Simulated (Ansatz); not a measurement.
For CaB6-type LaB6, LDA in Ansatz (PAW) gives:

| Quantity | Result |
|---|---|
| lattice parameter a | 4.098 Å |
| bulk modulus | 189 GPa |

Q: What does r²SCAN in Ansatz (PAW) give for the same quantities?

A: 
- lattice constant a: 4.153 Å (goes up by 1.3 %)
- bulk modulus: 180 GPa (shrinks by 4.8 %)

For comparison: lattice constant a 4.157 Å (measured, 296 K, not corrected to a static lattice; as tabulated in Tsubota and Kitagawa (2017), doi:10.1038/s41598-017-15766-y); bulk modulus 164 ± 2 GPa (measured, room temperature, not corrected to a static lattice, isothermal; as tabulated in LaB6 under pressure, Phys. Rev. B 80, 172104 (doi 10.1103/PhysRevB.80.172104)).

Changes are worked out from the printed values.

Unless a cell is named, each level is at its own relaxed cell (LDA 9.83, r²SCAN 10.23 Å³/atom).

Ansatz's density-functional and Hartree–Fock values are scalar-relativistic unless marked +SOC, with PAW data made under PBE.

Ansatz is an electronic-structure program.
